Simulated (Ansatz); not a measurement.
C4H4F2 can be A, `FC1=CCC1F`, or B, `C=C/C(F)=C\F`.

Isolated molecules relaxed with PBE0-D4/def2-TZVP in Ansatz; ΔE leaves out vibrations. CBS: MP2 limit from def2 TZ/QZ plus the TZ coupled-cluster correction, frozen cores. Functionals use def2-TZVPP. B3LYP here is the variant with VWN-RPA as its local correlation; programs differ in this. One conformer a species, not always the lowest.

A:

Z-matrix (Å, degrees):
```
C
C 1 1.553
C 1 1.517 2 86.5
H 1 1.091 2 111.7 3 115.8
H 1 1.093 2 115.3 3 -117.8
F 2 1.373 1 115.7 3 -120.7
C 2 1.491 1 84.8 3 -3.4
H 2 1.094 1 114.8 3 112.6
H 3 1.081 1 133.0 2 -173.4
F 7 1.318 2 129.5 1 -179.6
```

B:

```xyz
10

C    -1.6571    0.6223    0.5305
C    -0.3432    0.5783    0.3224
C     0.3326   -0.5325   -0.2993
F    -0.4354   -1.5653   -0.6786
C     1.6385   -0.6382   -0.5353
F     2.4774    0.3406   -0.1917
H    -2.3038   -0.1952    0.2359
H    -2.1159    1.4814    1.0022
H     0.2988    1.4000    0.6197
H     2.1082   -1.4915   -1.0058
```

(1) Which is lower in electronic energy at CCSD(T)/CBS, and by how much? (An estimate is asked.)

(2) Give E(B) − E(A) in kJ/mol with ωB97M-V, CCSD(T)/def2-SVP, HF/def2-TZVPP, B2PLYP, r2SCAN-D4, PBE-D4, B3LYP. (Estimate.)

(3) Does the order hold for the free energy at 298.15 K (harmonic terms from PBE0-D4)? (Best estimate.)

Largest T1 diagnostic: 0.012.

## Answers

(1) Ansatz gave: B, by 19.0 kJ/mol.

(2) Ansatz gave: ωB97M-V -15.5, CCSD(T)/def2-SVP -27.4, HF/def2-TZVPP -31.5, B2PLYP -29.5, r2SCAN-D4 -27.7, PBE-D4 -20.3, B3LYP -38.8. None reverses the order clearly.

(3) The calculation gave: Yes: G(B) − G(A) = -25.7 kJ/mol, for one conformer each.

In def2-TZVPP, CCSD(T) changes the Hartree–Fock value by +11.5 kJ/mol (the triples alone add −1.6 kJ/mol) and MP2 by +21.6 kJ/mol. From PBE to PBE0 (25 % exact exchange), in def2-TZVPP and without D4, E(B) − E(A) moves by +10.4 kJ/mol.
